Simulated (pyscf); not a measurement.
Thermochemistry of product channels of :Ge=Se [singlet] + H₂Se on the singlet surface, in eV, from ωB97M-D3(BJ)/def2-TZVP energies (ideal gas, 1 atm, RRHO with modes under 100 cm⁻¹ raised to 100, one conformer, R ln 2 for chiral ones without a mode under 150 cm⁻¹). Structures and frequencies: ωB97X-D3(BJ)/def2-SVP in PySCF.

```json
[
 {"products": "Se=GeH–SeH", "ΔE": "-0.39", "ΔH(298 K)": "-0.35", "ΔG(298 K)": "+0.06", "ΔG(900 K)": "+0.85"},
 {"products": "Se=Ge=Se + hydrogen (H₂)", "ΔE": "+0.08", "ΔH(298 K)": "+0.05", "ΔG(298 K)": "+0.18", "ΔG(900 K)": "+0.39"}
]
```

These are energies of the channels, which say nothing of barriers. Elements up to Kr have no core potential and no relativistic terms here.
